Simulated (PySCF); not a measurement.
## Converging C₂⁺ in the basis (PBE0)

PySCF, UKS reference; quartet, unpaired electrons σ ↑, π ↑↑; De to C⁺ + C without counterpoise correction.

```tsv
basis	relativity	functions	Re (Å)	ωe (cm⁻¹)	De (eV)
cc-pVDZ	no relativity	28	1.409	1374	5.96
def2-TZVP	no relativity	62	1.402	1359	6.01
def2-TZVPPD	no relativity	74	1.402	1358	6.01
```

(1) How does each smaller set differ from the one with most functions, def2-TZVPPD?

The state is the lowest determinant that a PBE0 search found; another state may lie lower at other levels.

Answers

(1) cc-pVDZ: +0.7 pm, +1.2 % in ωe, -0.05 eV in De; def2-TZVP: +0.0 pm, +0.1 % in ωe, +0.00 eV in De. All at PBE0; the set with most functions is neither the basis-set limit nor always the best.
